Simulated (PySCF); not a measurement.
# SH4, singlet: molecular constants

Level of theory: PySCF, PBE0, basis S def2-TZVP, H def2-TZVP (no relativity, density fitting).

The structure is a minimum.

```xyz
5
charge 0 multiplicity 1, angstrom
S     0.0000    0.0000   -0.0328
H     0.0000    1.3659    0.2566
H     0.0000   -1.3659    0.2566
H     1.3659    0.0000    0.2566
H    -1.3659    0.0000    0.2566
```

| Quantity | Value |
| --- | --- |
| Point group | C4v |
| Bond lengths | S–H 1.396 Å (×4) |
| Bond angles | H–S–H 87.5° (×4), H–S–H 156.1° (×2) |
| Highest occupied level | -6.59 eV |
| Rotational constants | 4.152, 4.152, 2.241 cm⁻¹ |
| Enthalpy at 298.15 K above 0 K | 10.50 kJ/mol |
| Dipole moment | 0.41 D |
| Zero-point energy | 90.1 kJ/mol |
| Entropy at 298.15 K and 1 bar | 213.1 J/(mol K) |
| Rotational symmetry number | 4 |
| Heat capacity Cp at 298.15 K | 40.7 J/(mol K) |
| Principal quadrupole moments (Buckingham, traceless) about the centre of mass | -1.75, 0.87, 0.87 D Å |
| Lowest empty level | -0.79 eV |
| Atomisation energy without zero-point energy | 925 kJ/mol |
| Principal polarisabilities | 15.9, 31.0, 31.0 bohr³ |

Harmonic modes (masses in u: S 31.972, H 1.008):
```json
{"symmetry": "a1", "ω (cm⁻¹)": "662", "IR (km/mol, summed over degenerate members)": "3.3", "type": "bend"}
{"symmetry": "b1", "ω (cm⁻¹)": "784", "IR (km/mol, summed over degenerate members)": "0.0", "type": "bend"}
{"symmetry": "e", "ω (cm⁻¹)": "1507", "IR (km/mol, summed over degenerate members)": "231", "type": "bend"}
{"symmetry": "b2", "ω (cm⁻¹)": "1789", "IR (km/mol, summed over degenerate members)": "0.0", "type": "bend"}
{"symmetry": "b1", "ω (cm⁻¹)": "2086", "IR (km/mol, summed over degenerate members)": "0.0", "type": "stretch"}
{"symmetry": "e", "ω (cm⁻¹)": "2184", "IR (km/mol, summed over degenerate members)": "717", "type": "stretch"}
{"symmetry": "a1", "ω (cm⁻¹)": "2358", "IR (km/mol, summed over degenerate members)": "1.4", "type": "stretch"}
```

In C4v the vibrations span 2a1 + 2b1 + 2e + b2. The b1, b2 modes carry no infrared intensity, as symmetry demands.

Charges (e):
```json
{"atom": "S1", "Mulliken": "-0.28", "Löwdin": "0.09", "polar tensor": "0.76", "Mayer order to S1": "–"}
{"atom": "H2,3,4,5", "Mulliken": "0.07", "Löwdin": "-0.02", "polar tensor": "-0.19", "Mayer order to S1": "0.83"}
```

Mulliken populations on S1: s 5.65, p 10.20, d 0.43, f 0.01.

Outer orbital energies (eV). occupied: -21.86, -13.54, -13.54, -8.62, -6.59; empty: -0.79, 2.35, 2.35, 5.33.

Counting electrons, sulfur keeps 2 of its valence electrons outside its bonds, so the VSEPR class is AX4E1 and the expected shape is see-saw (C2v). The calculation gives C4v instead.

Only a few start shapes were tried, so a lower isomer may exist.

The final relaxation and frequency run took roughly 23 core-seconds on a shared host.
